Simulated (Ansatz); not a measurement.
## HCl ··· CH6Si

The pair of HCl (SMILES Cl, atoms 1–2) and CH6Si (SMILES C[SiH3], atoms 3–10), both closed shells, in one local arrangement (a lower one may exist), relaxed at PBE0-D4/def2-TZVP:

| atom | x (Å) | y (Å) | z (Å) |
| --- | --- | --- | --- |
| Cl1 | -0.5256 | -0.3921 | -3.1396 |
| H2 | 0.2199 | -0.6583 | -2.1263 |
| C3 | -0.8207 | 0.6140 | 0.5625 |
| Si4 | 0.7996 | -0.2920 | 0.7571 |
| H5 | -0.7410 | 1.4001 | -0.1913 |
| H6 | -1.1151 | 1.0756 | 1.5077 |
| H7 | -1.6151 | -0.0688 | 0.2542 |
| H8 | 1.2028 | -0.9248 | -0.5375 |
| H9 | 0.6984 | -1.3831 | 1.7611 |
| H10 | 1.8967 | 0.6292 | 1.1523 |

Ansatz 0.2.0; basis: def2-TZVPPD, with def2-QZVPPD for the basis limit; cores frozen in the correlated methods. B3LYP uses VWN-RPA correlation. Extrapolation: Hartree–Fock as exp(−7.88 √X), correlation as X^−2.97. Interaction energies count from these two fragments, frozen as in the pair, with the counterpoise correction; negative means bound.

(1) What is the interaction energy by CCSD(T) at an estimated basis limit (MP2 extrapolated from triple and quadruple zeta, plus CCSD(T) − MP2 in triple zeta)? (Judge from chemistry; the value comes from the calculation.)

(2) Which atoms make the shortest contact between the fragments?

T1 diagnostic: at most 0.010.

Results:

(1) By the calculation: -7.5 kJ/mol. Hartree–Fock alone gives 3.6 kJ/mol at the basis limit, so without correlation the pair would not bind at this distance. It counts from the two fragments frozen as in the pair.

The same quantity by other methods in triple zeta, and each one's difference from that estimate:
```json
{"method": "PBE-D4", "E_int (kJ/mol)": "-10.8", "difference": "-3.3"}
{"method": "revPBE-D4", "E_int (kJ/mol)": "-8.6", "difference": "-1.0"}
{"method": "BLYP-D4", "E_int (kJ/mol)": "-8.7", "difference": "-1.2"}
{"method": "r2SCAN-D4", "E_int (kJ/mol)": "-8.6", "difference": "-1.1"}
{"method": "B97M-V", "E_int (kJ/mol)": "-8.8", "difference": "-1.3"}
{"method": "PBE0-D4", "E_int (kJ/mol)": "-9.4", "difference": "-1.9"}
{"method": "B3LYP-D4", "E_int (kJ/mol)": "-8.7", "difference": "-1.2"}
{"method": "HSE06-D4", "E_int (kJ/mol)": "-9.4", "difference": "-1.9"}
{"method": "wB97X-V", "E_int (kJ/mol)": "-7.4", "difference": "0.2"}
{"method": "wB97M-V", "E_int (kJ/mol)": "-7.4", "difference": "0.2"}
{"method": "B2PLYP", "E_int (kJ/mol)": "-4.1", "difference": "3.5"}
{"method": "HF", "E_int (kJ/mol)": "3.6", "difference": "11.2"}
{"method": "MP2", "E_int (kJ/mol)": "-7.1", "difference": "0.4"}
{"method": "CCSD", "E_int (kJ/mol)": "-4.6", "difference": "3.0"}
{"method": "CCSD(T)", "E_int (kJ/mol)": "-6.1", "difference": "1.4"}
```
Differences are method less estimate.

(2) H2 and H8, 1.89 Å apart.

Basis-set superposition shift (counterpoise-corrected less uncorrected): CCSD(T) 2.1; MP2 2.1; HF 0.2; PBE0-D4 0.4; wB97M-V 0.3 kJ/mol.

For scale, one of the runs: CCSD(T)/def2-TZVPPD, 255 basis functions, launched by `ansatz run in.yaml --threads 4 --pin off --events-out ev --progress --plain --max-ram 9574MiB`. Hardware: 4 CPU threads of an Arm Neoverse V1, shared host. Wall time 91 s; peak host memory 5.3 GiB.
